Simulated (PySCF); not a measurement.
Protonation sites of ethanethiol

Molecule: `CCS` (C2H6S). Non-hydrogen atoms are numbered in `[CH3:1][CH2:2][SH:3]`.

Energies: ωB97X-D3(BJ)/def2-TZVP (PySCF, density fitting, integration grid level 2) on PBE0-D3(BJ)/def2-SVP structures. Thermal corrections: PBE0-D3(BJ)/def2-SVP frequencies, unscaled, ideal gas at 298.15 K and 1 bar, quasi-RRHO entropy.

| site | product | PA / eV | GB / eV |
| --- | --- | --- | --- |
| S3 (thiol sulfur) | `CC[SH2+]` | 8.35 | 8.02 |

PA is −ΔH and GB is −ΔG of B + H⁺ → BH⁺ in the gas phase. Sites whose products fell apart, merged with another or lost in a GFN2-xTB screen aren't listed.

In DMF the product from S3 is solvated 2.65 eV more strongly than the parent (electrostatics only).

Measured values (NIST Chemistry WebBook, evaluated or the median of agreeing entries): proton affinity (−ΔH) 790 kJ/mol (computed 806, difference 16); gas-phase basicity (−ΔG) 759 kJ/mol (computed 774, difference 16).

Differences come from unrounded values, so a last digit can differ from that of the printed terms.
